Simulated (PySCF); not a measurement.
oxygen (O2), SMILES O=O (connectivity only; charge and spin as stated), neutral, multiplicity 3.

Coordinates come from a PBE0-D3(BJ)/def2-TZVPD optimisation.

Method: B3LYP/def2-TZVPD run with PySCF.

The molecule is in vacuum.

```json
{
 "total_energy": "-150.39059 hartree",
 "point_group": "D∞h",
 "α spin, highest occupied and lowest empty level": "-8.59 and 1.12 eV",
 "β spin, highest occupied and lowest empty level": "-13.00 and -3.31 eV",
 "dipole_moment": "0.00 D",
 "mean_static_polarisability": "10.6 bohr³ (1.57 Å³)",
 "polarisability_principal_values": "8.3, 8.3, 15.2 bohr³",
 "⟨S²⟩": "2.009 (pure state 2.00)"
}
```
